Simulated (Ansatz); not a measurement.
Mulliken charges of C2H6S2, SMILES `CSCS` from r2SCAN/def2-TZVPP in Ansatz (PBE0-D4/def2-TZVP geometry).

```csv
atom,x (Å),y (Å),z (Å),charge (e)
C1,-1.144,0.892,-0.600,-0.182
S2,-0.372,0.674,1.005,-0.106
C3,0.492,-0.876,0.734,-0.053
S4,1.790,-0.878,-0.529,-0.186
H5,-1.899,0.126,-0.783,0.075
H6,-1.626,1.870,-0.590,0.083
H7,-0.389,0.870,-1.387,0.092
H8,0.905,-1.164,1.701,0.100
H9,-0.209,-1.655,0.425,0.083
H10,2.535,0.090,0.028,0.094
```

By hand: the dipole of these point charges (1 e Å = 4.8032 D).

Σ q r = (-0.113, -0.025, 0.035) e Å, of length 0.121 e Å = 0.58 D.

How does the dipole of the full density compare? (An estimate is asked.)

Computed: (-0.126, -0.022, -0.035) e Å, 0.64 D; the point charges give 0.91 times that, at 32° from its direction.

Point charges leave out the atoms' own dipoles, such as those of lone pairs, and Mulliken's split depends on the basis, so the two needn't agree.
